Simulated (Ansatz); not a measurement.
Molecule: C3H3, net charge -1, singlet state. It need not be the lowest isomer of its formula. Whether it binds its extra electron was not tested at this geometry. SMILES: C(#C)[CH2-]
Geometry: optimised at B3LYP-D3(BJ)/def2-TZVP (Ansatz, a quantum-chemistry and plane-wave program).

Parts of the frozen-core correlation energy in 6-31G* (Ansatz, hartree). Frozen orbitals: 3; correlated occupied orbitals by spin: 8 and 8; virtual: 40 and 40. No spin-orbit coupling. Non-relativistic.

```csv
term,value
reference (HF),-115.20391
MP2 opposite-spin,?
MP2 same-spin,?
CCSD correlation,?
(T),-0.01757
T1 diagnostic,0.020
largest doubles amplitude,0.093
```

Q: Some entries are withheld; supply them.

A: 
- MP2 opposite-spin, value: -0.28496
- MP2 same-spin, value: -0.09568
- CCSD correlation, value: -0.40642
